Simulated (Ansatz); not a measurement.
# SiHCl₂− (SMILES Cl[SiH-]Cl): functionals against CCSD(T) at one geometry

The task here is to estimate one member of a computed series from the others.

Method: single points in def2-TZVPPD; program: Ansatz 0.2.0, Gaussian basis.

Cores are frozen in the correlated methods.

### Where the work starts

SMILES `Cl[SiH-]Cl`, 4 atoms, charge -1, spin multiplicity 1.

Atoms are counted from 1 here; the program's logs count them from 0.

Bond lengths: Cl1–Si2 2.291 Å, Si2–Cl3 2.188 Å, Si2–H4 1.470 Å. Angles: Cl1–Si2–Cl3 100.5°, Cl1–Si2–H4 94.3°, Cl3–Si2–H4 95.5°.

Geometry (Å):

```xyz
4

Cl   -1.66460    0.29280    0.90880
Si    0.33550   -0.64120    0.29510
Cl    0.32390   -0.23410   -1.85510
H     1.12650    0.54360    0.65760
```

Set-up of the first run:

run/in.yaml

```yaml
crystal:
  periodic: [false, false, false]
  atoms:
    - {symbol: Cl, position_ang: [-1.664600, 0.292800, 0.908800]}
    - {symbol: Si, position_ang: [0.335500, -0.641200, 0.295100]}
    - {symbol: Cl, position_ang: [0.323900, -0.234100, -1.855100]}
    - {symbol: H, position_ang: [1.126500, 0.543600, 0.657600]}
basis:
  gaussian: {orbitals: "def2-TZVPPD.json"}
total_charge: -1
correlation: {method: ccsd_t}
output: {forces: true}
```

The basis file named in the input lies beside it (Basis Set Exchange, JSON).

No record of the launch command was kept for these runs.

Steps of the session up to this table: CCSD(T)/def2-TZVPPD; PBE0-D4/def2-TZVPPD; wB97M-V/def2-TZVPPD; r2SCAN-D4/def2-TZVPPD; PBE-D4/def2-TZVPPD; B97M-V/def2-TZVPPD; BHLYP-D4/def2-TZVPPD.

One table of the session follows, with a row left open; its other results are not shown here.

| method | RMS force component (eV/Å) | angle to CCSD(T) forces (°) |
| --- | --- | --- |
| CCSD(T) | 0.470 | reference |
| PBE0-D4 | 0.521 | 6.6 |
| wB97M-V | 0.472 | 2.1 |
| r2SCAN-D4 | 0.513 | 4.2 |
| PBE-D4 | ? | ? |
| B97M-V | 0.528 | 6.5 |
| BHLYP-D4 | 0.414 | 3.8 |

**Question.** Estimate the row for PBE-D4.

**Answer.** RMS force component (eV/Å): 0.583; angle to CCSD(T) forces (°): 9.7. In the column «RMS force component (eV/Å)» it is the highest.
